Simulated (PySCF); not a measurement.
# Highest orbital energy against ionisation energy along group 13

Calculated with PySCF 2.14, no spin-orbit coupling. Each cell gives −ε(HOMO) / ΔSCF in eV; NIST values include spin-orbit coupling, (s) semi-empirical, (t) theoretical.

| species | UHF | LDA | PBE | PBE0 | r2SCAN | NIST (lowest levels) |
| --- | --- | --- | --- | --- | --- | --- |
| B (aug-cc-pVQZ, non-relativistic) | 8.674 / 8.041 | 4.111 / 8.644 | 4.172 / 8.673 | 5.374 / 8.647 | 4.586 / 8.770 | 8.298 |
| Al (aug-cc-pV(Q+d)Z, non-relativistic) | 5.944 / 5.608 | 3.011 / 6.030 | 3.093 / 6.077 | 3.908 / 6.097 | 3.349 / 6.181 | 5.986 |
| Ga (aug-cc-pVQZ-PP with ECP10MDF, ECP) | 5.827 / 5.535 | 2.911 / 6.002 | 2.924 / 5.928 | 3.749 / 5.958 | 3.175 / 6.091 | 5.999 |
| In (aug-cc-pVQZ-PP with ECP28MDF, ECP) | 5.485 / 5.218 | 2.855 / 5.716 | 2.824 / 5.590 | 3.593 / 5.621 | 3.054 / 5.718 | 5.786 |
| Tl (aug-cc-pVQZ-PP with ECP60MDF, ECP) | 5.249 / 5.014 | 2.763 / 5.583 | 2.695 / 5.425 | 3.435 / 5.441 | 2.909 / 5.506 | 6.108 |

Q: How far is −ε(HOMO) from ΔSCF on average for each method, and why?

A: UHF 0.35 eV; LDA -3.26 eV; PBE -3.20 eV; PBE0 -2.34 eV; r2SCAN -3.04 eV. Hartree-Fock orbital energies lack relaxation and so exceed the ΔSCF value; semilocal functionals have convex E(N) from self-interaction, so their HOMO lies far too high; exact exchange moves hybrids part of the way back.
